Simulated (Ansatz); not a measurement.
System: litharge SnO. Method: G0W0@HSE06 (plane waves, hard PAW, contour deformation; Ansatz, a program for electronic structure).

The same calculation (at the measured cell, 17.464 Å³/atom) with different numerical settings; throughout: k mesh 2×2×2:

| run | response cutoff (eV) | empty bands | quasiparticle gap on the mesh (eV) | quasiparticle gap at Γ (eV) | rough time |
|---|---|---|---|---|---|
| 1 | 100 | 291 | 0.400 | 2.929 | 6 core-min |
| 2 | 150 | 535 | 0.532 | 3.023 | 9 core-min |
| 3 | 200 | 824 | 0.606 | 3.069 | 20 core-min |
| 4 | 250 | 1152 | 0.649 | 3.093 | 50 core-min |
| 5 | 300 | 1514 | 0.674 | 3.104 | 90 core-min |

In the column quasiparticle gap on the mesh (eV) the first row differs from the last by -0.274 and the next to last by -0.025.

The last row is no converged limit: other settings stay fixed.

Spin–orbit coupling is not included.

Note: filled d or f shells below the valence bands can shift G0W0 gaps through exchange with them, which wasn't tested here. Note: GW on a hybrid start was not checked against another program.
